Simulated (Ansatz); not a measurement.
# Ethane (C2H6): small, medium and large basis sets

Aim: see how fast density functionals converge with the basis set for ethane (C2H6).

The runs use Ansatz 0.2.0, Gaussian basis; one geometry, several basis sets.

Plan: PBE0-D4/def2-SVP; ωB97M-V/def2-SVP; PBE0-D4/def2-QZVPP; ωB97M-V/def2-QZVPP; the functionals' def2-TZVPP values are taken from earlier runs.

**1. The relaxed structure**

All runs share one geometry, relaxed beforehand with PBE0-D4 in a triple-zeta def2 set.

SMILES `CC`, 8 atoms, charge 0, spin multiplicity 1.

Atoms are counted from 1 here; the program's logs count them from 0.

Bond lengths: C1–C2 1.519 Å, C1–H3 1.093 Å, C1–H4 1.093 Å, C1–H5 1.093 Å, C2–H6 1.093 Å, C2–H7 1.093 Å, C2–H8 1.093 Å. Angles: C2–C1–H3 111.4°, C2–C1–H4 111.4°, C2–C1–H5 111.4°, H3–C1–H4 107.5°, H3–C1–H5 107.5°, H4–C1–H5 107.5°, C1–C2–H6 111.4°, C1–C2–H7 111.4°, C1–C2–H8 111.4°, H6–C2–H7 107.5°, H6–C2–H8 107.5°, H7–C2–H8 107.5°.

Geometry (Å):

```xyz
8

C    -0.32677    0.13219   -0.67250
C     0.32677   -0.13219    0.67251
H     0.07046   -0.52958   -1.44588
H    -1.40705   -0.02570   -0.62896
H    -0.15863    1.16015   -1.00244
H    -0.07040    0.52964    1.44587
H     1.40706    0.02562    0.62894
H     0.15855   -1.16013    1.00249
```

**2. PBE0-D4 in def2-SVP**

in.yaml

```yaml
crystal:
  periodic: [false, false, false]
  atoms:
    - {symbol: C, position_ang: [-0.326768, 0.132190, -0.672504]}
    - {symbol: C, position_ang: [0.326766, -0.132188, 0.672507]}
    - {symbol: H, position_ang: [0.070462, -0.529575, -1.445884]}
    - {symbol: H, position_ang: [-1.407055, -0.025697, -0.628957]}
    - {symbol: H, position_ang: [-0.158626, 1.160154, -1.002444]}
    - {symbol: H, position_ang: [-0.070402, 0.529638, 1.445868]}
    - {symbol: H, position_ang: [1.407064, 0.025616, 0.628938]}
    - {symbol: H, position_ang: [0.158549, -1.160127, 1.002486]}
basis:
  gaussian: {orbitals: def2-SVP}
hamiltonian: {xc: pbe0, dispersion: d4}
output: {orbitals: {seedname: orbitals}}
```

Further steps of the session: ωB97M-V in def2-SVP; PBE0-D4 in def2-QZVPP; ωB97M-V in def2-QZVPP.

Before running them: what should the planned runs give, taken together? Wanted: PBE0-D4: double and triple zeta above quadruple; ωB97M-V: double and triple zeta above quadruple.

**Answer**, as computed:

```
                                       quantity          value
PBE0-D4: double and triple zeta above quadruple  2.53, 0.13 eV
ωB97M-V: double and triple zeta above quadruple  2.74, 0.14 eV
```

**Reading.** For PBE0-D4 the step from double to triple zeta gains 2.40 eV and the next only 0.13 eV. Total energies overstate the basis error of differences, where much of it tends to cancel. The LUMO of ωB97M-V is positive and keeps falling with the basis (3.74 to 2.04 eV): an unbound level that the basis holds in place.
